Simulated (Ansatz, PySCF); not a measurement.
Species: sulfur dioxide, SO2, charge 0, multiplicity 1. 
Structure (B3LYP-D3(BJ)/def2-TZVP (Ansatz, a first-principles code) minimum search):
```xyz
3

S     -0.0171     0.0041     0.3653
O      0.0256     1.2345    -0.3789
O      0.0086    -1.2427    -0.3517
```

Wanted: atomisation energy (electronic, to ground-state atoms), in kcal/mol. Correlated levels leave the core frozen unless marked. UHF or UKS for open shells. Spin-orbit coupling is left out. Non-relativistic. The coupled-cluster limit lacks core correlation, which all-electron functionals hold. CBS(X,Y): correlation extrapolated as X^-3; Hartree-Fock from the larger set.

The Hartree-Fock reference is unstable (checked in the largest basis), which strains HF and MP2. 

```json
[
 {"level": "BP86-D3(BJ)/def2-TZVPD", "program": "PySCF + dftd3", "atomisation energy (kcal/mol)": "278.3"},
 {"level": "B3LYP/def2-TZVPD", "program": "Ansatz", "atomisation energy (kcal/mol)": "250.3"},
 {"level": "PBE0/6-31G*", "program": "Ansatz", "atomisation energy (kcal/mol)": "(withheld)"},
 {"level": "PBE0-D4/def2-TZVP", "program": "Ansatz + dftd4", "atomisation energy (kcal/mol)": "(withheld)"},
 {"level": "M06-2X/def2-TZVPD", "program": "PySCF", "atomisation energy (kcal/mol)": "(withheld)"},
 {"level": "HSE06/def2-TZVPD", "program": "Ansatz", "atomisation energy (kcal/mol)": "252.6"},
 {"level": "LC-wPBE-D3(BJ)/def2-TZVPD", "program": "Ansatz + dftd3", "atomisation energy (kcal/mol)": "253.0"},
 {"level": "LC-wPBE/def2-TZVPD", "program": "Ansatz", "atomisation energy (kcal/mol)": "252.2"},
 {"level": "wB97X-V/def2-TZVPD", "program": "Ansatz", "atomisation energy (kcal/mol)": "(withheld)"},
 {"level": "SCS-MP2/aug-cc-pV(D+d)Z", "program": "Ansatz", "atomisation energy (kcal/mol)": "231.8"},
 {"level": "CCSD(T) with core electrons (1s frozen past Ne)/cc-pwCVTZ", "program": "Ansatz", "atomisation energy (kcal/mol)": "244.8"},
 {"level": "CCSD(T)/CBS(cc-pV(T+d)Z,cc-pV(Q+d)Z)", "program": "Ansatz", "atomisation energy (kcal/mol)": "257.0"}
]
```

Question: What belongs in the gaps?

Answer: 
- PBE0/6-31G*, atomisation energy (kcal/mol): 227.1
- PBE0-D4/def2-TZVP, atomisation energy (kcal/mol): 251.8
- M06-2X/def2-TZVPD, atomisation energy (kcal/mol): 251.7
- wB97X-V/def2-TZVPD, atomisation energy (kcal/mol): 255.5
